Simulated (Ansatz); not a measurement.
## Relaxing K

Theory: DFT r2SCAN, scalar-relativistic, plane waves, PAW in Ansatz 0.2.0. Cutoff 500 eV, Γ-centred k mesh, Gaussian smearing, no spin polarisation in the final step.

A relaxed cell is given with its space group left out.

```yaml
crystal:
  lattice:
    - [4.58082, 0.00000, 0.00000]
    - [-2.29041, 3.96711, 0.00000]
    - [0.00000, 0.00000, 4.28020]
  atoms:
    - { symbol: K, position: [0.00000, 0.00000, 0.00000] }
```

Energies count from the standard state of K at the same level.

Q: What space group does it have?

A: P6/mmm (No. 191). Conventional cell: a = 4.581 Å, c = 4.280 Å. K has 2 K at 4.28 Å and 6 K at 4.58 Å.

Q: How far above the standard state of K does it lie?

A: 0.06 eV/atom.

Q: Is it a metal?

A: Yes, bands cross the Fermi level on the 15×15×14 mesh.

The final run used a 15×15×14 mesh on its 1-atom cell and 0.10 eV smearing. The k mesh leaves about 4 meV/atom of noise in metals. The cell came from a trial start, so K may not exist in this structure.